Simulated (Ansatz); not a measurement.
Cost and result for the atomization energy of `[AlH2][O][SiH3]` (8 atoms, 7 bonds).

```
atom   x (Å)   y (Å)   z (Å)
 Al1  -0.100  -1.200   1.430
  O2   0.007  -0.123   0.144
 Si3   0.078   0.921  -1.097
  H4   0.879  -0.993   2.652
  H5  -1.170  -2.358   1.341
  H6   1.036   0.425  -2.121
  H7   0.532   2.256  -0.623
  H8  -1.262   1.071  -1.725
```

Total charge 0; spin multiplicity 1. The structure was optimised at the PBE0-D4/def2-TZVP level. Program: Ansatz. All runs use 4 threads of an Intel Xeon 6975P-C on a shared host. Times are those of one run each, without the atoms' runs, and a repeat can differ threefold. Electronic energies, without spin–orbit coupling; frozen cores. CCSD(T)/CBS adds CCSD(T) − MP2 in def2-TZVPP to the MP2 limit, and its time is that of the two runs behind it. T1 = 0.012. B3LYP takes the VWN-RPA correlation (the form of Gaussian; ORCA's B3LYP/G). HSE06 is the plane-wave form, built on full-range PBE exchange.

CCSD(T)/CBS is a level of theory with its own doubt, some kJ/mol a heavy atom from the limit and from the frozen cores, so smaller differences don't rank the functionals.

```
                            level  functions  wall time
           LDA (SPW92)/def2-TZVPP        185     0.45 s
                 CCSD(T)/def2-SVP         75     0.45 s
             revPBE-D4/def2-TZVPP        185     0.65 s
              BHLYP-D4/def2-TZVPP        185     0.75 s
               PBE0-D4/def2-TZVPP        185      0.8 s
          CAM-B3LYP-D4/def2-TZVPP        185     0.95 s
              HSE06-D4/def2-TZVPP        185        1 s
B3LYP-D4/def2-TZVPP (with forces)        185      1.1 s
                B2PLYP/def2-TZVPP        185      1.4 s
               ωB97X-V/def2-TZVPP        185        2 s
                   MP2/def2-QZVPP        347      4.2 s
               CCSD(T)/def2-TZVPP        185        6 s
                CCSD(T)/CBS(def2)          –       10 s
```

(1) What atomization energy does each give, and how far from CCSD(T)/CBS? (Best estimate.)

Answers

(1) Computed: 
| level | atomization (kcal/mol) | difference from CCSD(T)/CBS | per bond |
| --- | --- | --- | --- |
| LDA (SPW92)/def2-TZVPP | 658.3 | 53.5 | 7.6 |
| CCSD(T)/def2-SVP | 561.7 | -43.1 | -6.2 |
| revPBE-D4/def2-TZVPP | 579.6 | -25.2 | -3.6 |
| BHLYP-D4/def2-TZVPP | 591.4 | -13.4 | -1.9 |
| PBE0-D4/def2-TZVPP | 586.0 | -18.8 | -2.7 |
| CAM-B3LYP-D4/def2-TZVPP | 604.8 | 0.0 | 0.0 |
| HSE06-D4/def2-TZVPP | 586.2 | -18.6 | -2.7 |
| B3LYP-D4/def2-TZVPP (with forces) | 599.6 | -5.2 | -0.7 |
| B2PLYP/def2-TZVPP | 594.8 | -10.0 | -1.4 |
| ωB97X-V/def2-TZVPP | 604.9 | 0.1 | 0.0 |
| MP2/def2-QZVPP | 602.0 | -2.8 | -0.4 |
| CCSD(T)/def2-TZVPP | 588.7 | -16.1 | -2.3 |
| CCSD(T)/CBS(def2) | 604.8 | 0.0 | 0.0 |

From r2SCAN to r2SCAN0 (25 % exact exchange), in def2-TZVPP and without D4, the atomization energy moves by −7.2 kcal/mol: exact exchange takes away binding that semilocal exchange gives to molecules. In def2-TZVPP, CCSD(T) changes the Hartree–Fock value by +128.8 kcal/mol (the triples alone add +5.0 kcal/mol) and MP2 by +132.2 kcal/mol; breaking electron pairs costs correlation energy, which Hartree–Fock lacks. Leaving LDA and LC-ωPBE aside and taking each functional with its dispersion term where it has one, the values, not all of them listed here, spread over 28.4 kcal/mol, from revPBE-D4 to B97M-V. LDA lies +71.9 kcal/mol from PBE without D4, its usual overbinding.
